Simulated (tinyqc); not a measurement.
Born-Oppenheimer dynamics on the RHF/sto-6g surface (energies and gradients from PySCF), for H2O, spin multiplicity 1, step by step. Computed by tinyqc, a small Python program that keeps every step (integrals from PySCF). Settings: charge = 0, multiplicity = 1, basis = sto-6g, time step (fs) = 1.0, steps = 24. Command: `OMP_NUM_THREADS=1 python tinyqc.py 25695 25696 out.jsonl` (the two numbers bound the seeds that draw the settings). One thread of a shared host (Intel(R) Xeon(R) Processor @ 2.60GHz), about 4 s of CPU time with the checks.

## Velocity Verlet step 1

positions (bohr):
```
          x        y       z
1O  -0.0850  -0.0699  0.0057
2H   0.0038   1.4362  1.3341
3H   0.0057  -1.3663  1.3152
```

velocities (bohr per atomic time unit):
```
             x           y           z
1O  -0.0000175  -0.0000208  -0.0000044
2H   0.0001365   0.0002842   0.0000506
3H   0.0001415   0.0000462   0.0000186
```

gradient (hartree/bohr):
```
            x          y          z
1O  -0.003758  -0.070201  -0.056314
2H   0.003981   0.043596   0.059148
3H  -0.000223   0.026605  -0.002834
```

masses (electron masses): 1O 29156.9464, 2H 1837.1526, 3H 1837.1526

gradient after step 1 (hartree/bohr):
```
            x          y          z
1O  -0.003749  -0.057492  -0.052295
2H   0.003689   0.036899   0.051138
3H   0.000059   0.020593   0.001158
```

dt = 1 fs = 41.3414 atomic units; x' = x + v dt - g dt^2 / (2m); after the new gradient g', v' = v - (g + g') dt / (2m).

positions after step 1 (bohr):
```
          x        y       z
1O  -0.0857  -0.0687  0.0071
2H   0.0076   1.4277  1.3087
3H   0.0116  -1.3767  1.3173
```

velocities after step 1 (bohr per atomic time unit):
```
             x           y           z
1O  -0.0000122   0.0000697   0.0000726
2H   0.0000502  -0.0006215  -0.0011902
3H   0.0001433  -0.0004849   0.0000375
```

## Velocity Verlet step 2

gradient after step 2 (hartree/bohr):
```
            x          y          z
1O  -0.002463  -0.011888  -0.031706
2H   0.001604   0.006160   0.020630
3H   0.000859   0.005727   0.011077
```

As before.

positions after step 2 (bohr):
```
          x        y       z
1O  -0.0860  -0.0642  0.0117
2H   0.0079   1.3848  1.2357
3H   0.0175  -1.4064  1.3184
```

velocities after step 2 (bohr per atomic time unit):
```
             x           y           z
1O  -0.0000078   0.0001189   0.0001322
2H  -0.0000094  -0.0011060  -0.0019977
3H   0.0001330  -0.0007810  -0.0001002
```

## Energy conservation

The total energy should stay constant up to terms of order dt^2; the step counts as short enough if it moves by less than 2 % of the largest kinetic energy.

Trajectory:
```
time (fs)  1O-2H (angstrom)  potential (hartree)  kinetic (hartree)  total (hartree)
0.0000               1.0638           -75.673477           0.000125       -75.673351
1.0000               1.0507           -75.675612           0.002044       -75.673567
2.0000               1.0050           -75.679962           0.005837       -75.674125
3.0000               0.9498           -75.678942           0.004938       -75.674003
4.0000               0.9223           -75.675481           0.002246       -75.673234
5.0000               0.9451           -75.678650           0.004649       -75.674000
6.0000               0.9974           -75.679431           0.005309       -75.674122
7.0000               1.0413           -75.675092           0.001590       -75.673503
8.0000               1.0531           -75.673906           0.000508       -75.673398
9.0000               1.0278           -75.677632           0.003801       -75.673830
10.0000              0.9782           -75.679942           0.005775       -75.674166
11.0000              0.9343           -75.676933           0.003353       -75.673580
12.0000              0.9301           -75.676653           0.003141       -75.673513
13.0000              0.9695           -75.679761           0.005567       -75.674194
14.0000              1.0213           -75.677515           0.003716       -75.673799
15.0000              1.0542           -75.674199           0.000770       -75.673428
16.0000              1.0528           -75.675257           0.001679       -75.673577
17.0000              1.0181           -75.678630           0.004692       -75.673939
18.0000              0.9674           -75.679047           0.005039       -75.674008
19.0000              0.9320           -75.676520           0.003090       -75.673430
20.0000              0.9389           -75.678169           0.004338       -75.673830
21.0000              0.9805           -75.679189           0.005073       -75.674117
22.0000              1.0237           -75.675674           0.002132       -75.673542
23.0000              1.0425           -75.674723           0.001193       -75.673531
24.0000              1.0285           -75.677048           0.003246       -75.673801
```

The total energy moves within 9.6e-04 hartree; that is over 2 % of the largest kinetic energy, so the time step is too long.
